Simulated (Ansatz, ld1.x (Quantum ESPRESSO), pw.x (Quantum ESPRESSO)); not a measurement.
**Equation-of-state test of one TM potential (Pt (Z = 78))**

```json
{
 "Element": "Pt",
 "Generator": "ld1.x (Quantum ESPRESSO) 7.5",
 "Type": "norm-conserving Troullier–Martins (Kleinman–Bylander form)",
 "Functional": "PBEsol",
 "Relativity": "scalar-relativistic",
 "Frozen core": "[Xe] 4f14",
 "Valence charge": "10",
 "Reference configuration": "5d9 6s1 6p0",
 "Partial waves": "6p (bound, empty): rc 3.40 bohr; 5d (bound): rc 2.10 bohr; 6s (bound): rc 2.00 bohr",
 "Local potential": "the s channel",
 "Core correction": "a·sin(br)/r model core, default radius (core density twice the valence density)"
}
```

Crystal test: diamond Pt in pw.x 7.5, no spin, 8³ k-points, Fermi–Dirac smearing 0.01 Ry, cutoffs 75/300 Ry. The reference is all-electron LAPW (Ansatz 0.2.0) with the same functional, mesh and smearing; V0 and B0 come from Birch–Murnaghan fits to the pressures at five volumes. Errors are pseudo minus all-electron; Δ is the rms difference of the E(V) curves that follow from these fits, minima aligned, over ±6 % about the mean V0. Mesh and smearing are coarse, so the numbers serve the comparison and aren't converged zero-temperature values; the lattice is a test structure that the element need not adopt.

All-electron: a0 = 5.695 Å (V0 = 23.08 Å³/atom), B0 = 133.8 GPa.

Task: How far does the potential miss the all-electron equation of state?

Result: mean pressure error (GPa): +6.40; a0 (Å): 5.782; a0 error (%): +1.54; B0 error (%): -9.8; Δ (meV/atom): 30.1. The largest radius (3.40 bohr) exceeds half the bond length (2.33 bohr), so the spheres overlap, which is one possible source of error among others. This is a poor potential for the solid.

```csv
V (Å³/atom),P all-electron (GPa),P pseudo (GPa)
21.883,8.27,15.82
22.459,3.95,10.85
23.035,0.28,6.61
23.611,-2.84,2.98
24.187,-5.50,-0.11
```

Task: At the middle volume, how do free energy and pressure move when the wave cutoff is lowered (ecutrho kept at four times it)?

Result:

```json
{"cutoff (Ry)": "34", "shift of F (meV/atom)": "+447.7", "shift of P (GPa)": "-22.33"}
{"cutoff (Ry)": "45", "shift of F (meV/atom)": "+18.5", "shift of P (GPa)": "-1.08"}
{"cutoff (Ry)": "60", "shift of F (meV/atom)": "+13.1", "shift of P (GPa)": "-0.19"}
```

Input at the middle volume:

```
&control
  calculation='scf', prefix='x', pseudo_dir='./', outdir='./tmp', tstress=.true., disk_io='none'
/
&system
  ibrav=0, nat=2, ntyp=1, ecutwfc=75, ecutrho=300, nbnd=18,
  occupations='smearing', smearing='fd', degauss=0.01
/
&electrons
  conv_thr=1e-09, mixing_beta=0.4, electron_maxstep=70
/
ATOMIC_SPECIES
Pt 1.0 Pt.UPF
CELL_PARAMETERS angstrom
  0.00000000 2.84530879 2.84530879
  2.84530879 0.00000000 2.84530879
  2.84530879 2.84530879 0.00000000
ATOMIC_POSITIONS crystal
Pt 0.0000 0.0000 0.0000
Pt 0.2500 0.2500 0.2500
K_POINTS automatic
8 8 8 0 0 0
```

```bash
pw.x < Pt.scf.in > Pt.scf.out
```

Lines of the output:

```
Message from routine setup:
     using ibrav=0 with symmetry is DISCOURAGED, use correct ibrav instead
     lattice parameter (alat)  =       7.6040  a.u.
     unit-cell volume          =     310.8958 (a.u.)^3
     number of electrons       =        20.00
     number of Kohn-Sham states=           18
     kinetic-energy cutoff     =      75.0000  Ry
     charge density cutoff     =     300.0000  Ry
     scf convergence threshold =      1.0E-09
     Exchange-correlation= PBESOL
     number of k points=    29  Fermi-Dirac smearing, width (Ry)=  0.0100
     iteration #  1     ecut=    75.00 Ry     beta= 0.40
     total energy              =    -149.97884754 Ry
     estimated scf accuracy    <       0.21016500 Ry
     iteration #  2     ecut=    75.00 Ry     beta= 0.40
     total energy              =    -150.02089404 Ry
     estimated scf accuracy    <       0.00480973 Ry
     iteration #  3     ecut=    75.00 Ry     beta= 0.40
     total energy              =    -150.02088874 Ry
     estimated scf accuracy    <       0.00134355 Ry
     iteration #  4     ecut=    75.00 Ry     beta= 0.40
     total energy              =    -150.02098953 Ry
     estimated scf accuracy    <       0.00001933 Ry
     iteration #  5     ecut=    75.00 Ry     beta= 0.40
     total energy              =    -150.02099409 Ry
     estimated scf accuracy    <       0.00000261 Ry
     iteration #  6     ecut=    75.00 Ry     beta= 0.40
     total energy              =    -150.02099417 Ry
     estimated scf accuracy    <       0.00000050 Ry
     iteration #  7     ecut=    75.00 Ry     beta= 0.40
     total energy              =    -150.02099421 Ry
     estimated scf accuracy    <          4.1E-09 Ry
     iteration #  8     ecut=    75.00 Ry     beta= 0.40
     the Fermi energy is     9.7115 ev
!    total energy              =    -150.02099422 Ry
     estimated scf accuracy    <          2.2E-10 Ry
     smearing contrib. (-TS)   =      -0.01813389 Ry
     The total energy is F=E-TS. E is the sum of the following terms:
     one-electron contribution =      -1.49081471 Ry
     hartree contribution      =      19.93691238 Ry
     xc contribution           =     -68.26402290 Ry
     ewald contribution        =    -100.18493510 Ry
     convergence has been achieved in   8 iterations
          total   stress  (Ry/bohr**3)                   (kbar)     P=       66.13
     Message from routine punch:
     Nothing written, as per user request (disk_io='none')
```

The run at the middle volume (29 k-points, 8 iterations) took about 30 s on one core of a shared host (Intel(R) Xeon(R) Platinum 8259CL CPU @ 2.50GHz, 96 threads, 755 GiB, load 58).
